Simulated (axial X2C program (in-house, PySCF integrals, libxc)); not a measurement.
# Worked dissociation energy of PH: PW91, spin-free

Calculated with an in-house all-electron X2C program for linear molecules (integrals from PySCF). Spin-free means the one-electron spin-free X2C Hamiltonian. Basis: P dyall-v3z [8s7p2d1f], H dyall-v3z [6s2p1d] (cores contracted in-house); Gaussian nuclei, density fitting, unrestricted open shells. Masses: P 30.974 u, H 1.008 u.

Molecular state: M_S = 1, Λ = 0 (beyond evenly filled blocks: π+α, π-α).

```
E(P) (2M_S = 3, M_L = 0) : -342.087326 hartree
E(H) (2M_S = 1, M_L = 0) : -0.501555 hartree
E(PH) at Re              : -342.707620 hartree
ωe                       : 2281.1 cm⁻¹
ωexe                     : 39.7 cm⁻¹
```

(1) Work out De and D0.

One determinant describes the state; a PBE0 search over occupations chose it and may have missed a lower one. Dissociation energies refer to the lowest single-determinant-based atoms at the same level and basis.

Each atomic determinant is the lowest at this level and need not be a pure term. Totals compare only within one Hamiltonian and basis.

Results:

(1) De = -342.087326 + (-0.501555) − (-342.707620) = 0.11874 hartree = 3.231 eV. The zero-point energy is ωe/2 − ωexe/4 = 1131 cm⁻¹ = 0.140 eV, so D0 = 3.091 eV.
